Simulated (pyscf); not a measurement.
Structures and frequencies: ωB97X-D3(BJ)/def2-SVP in PySCF. Correlated levels are frozen-core, on RHF or UHF. ΔMP2 is the change of the MP2 total energy from the triple- to the quadruple-zeta basis.

Problem. Estimate by transition-state theory the rate constant of H₃Si–Cl (SMILES [SiH3]Cl) + SiH₄ (SMILES [SiH4]) → H₃Si–SiH₃ (SMILES [SiH3][SiH3]) + HCl (SMILES Cl) (singlet surface; Cl–Si, H–Si broken, Si–Si, Cl–H formed) at 1200 K, with CCSD(T)/def2-TZVPP + ΔMP2(QZVPP) energies (ideal gas, 1 atm, RRHO with modes under 100 cm⁻¹ raised to 100, one conformer, R ln 2 for rigid chiral ones; no tunnelling).

Solution. The electronic barrier is 60.5 kcal/mol and the thermal terms add +32.2, so ΔG‡ = 92.8 kcal/mol. With k_BT/h = 2.50e+13 s⁻¹ and RT = 2.385 kcal/mol, and a volume of 1.64e-19 cm³ per molecule at 1 atm, k = 5.2e-23 cm³ molecule⁻¹ s⁻¹. Wigner's tunnelling factor for 1009i cm⁻¹ would be 1.06. A shift of 1 kcal/mol in the barrier changes k by a factor 1.5. At the saddle there is also a short H–Si contact that neither side keeps. One saddle was located; it need not be the lowest between these sides. The CCSD(T) − MP2 part came from Ansatz, without density fitting, on the same reference.
